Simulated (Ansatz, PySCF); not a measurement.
Molecule: C₃H₃ (charge 0, doublet). SMILES: [C]#CC
Coordinates optimised at B3LYP-D3(BJ)/def2-TZVP (Ansatz, a quantum-chemistry and plane-wave program):
```
C
H 1 1.0921
H 1 1.0921 2 109.45
H 1 1.0948 2 107.59 3 -116.62
C 1 1.4493 2 111.24 4 -120.05
C 5 1.2489 1 163.28 2 118.85
```
Charge 0, spin multiplicity 2.

Quantity: size of the dipole moment, in D. Terms: no spin-orbit coupling; LANL2DZ all-electron up to Ne; open shells spin-unrestricted; 6-31G* and kin with 6d, 5d where marked; non-relativistic; no dispersion term unless named. First-principles rows: single points at B3LYP-D3(BJ) geometries (Ansatz).

```tsv
level	program	size of the dipole moment (D)
PBE/STO-3G	Ansatz	1.18
PBE/3-21G	Ansatz	2.13
PBE/LANL2DZ	Ansatz	2.44
BP86/6-31G* (5d)	PySCF	2.58
B3LYP/STO-3G	Ansatz	1.07
B3LYP/6-31G	Ansatz	2.27
B3LYP/6-31G*	Ansatz	2.77
B3LYP/6-31G**	Ansatz	2.79
B3LYP/cc-pVDZ	Ansatz	2.92
```

No value to compare with is used here. The 9 habitual levels span 1.07 (B3LYP/STO-3G) to 2.92 D (B3LYP/cc-pVDZ).

The levels are drawn from those run, B3LYP/6-31G* more often than the rest, none by its result; left out are runs that failed, that the program found above a lower state of the same kind, or whose <S^2> lies over 0.5 above the pure value.
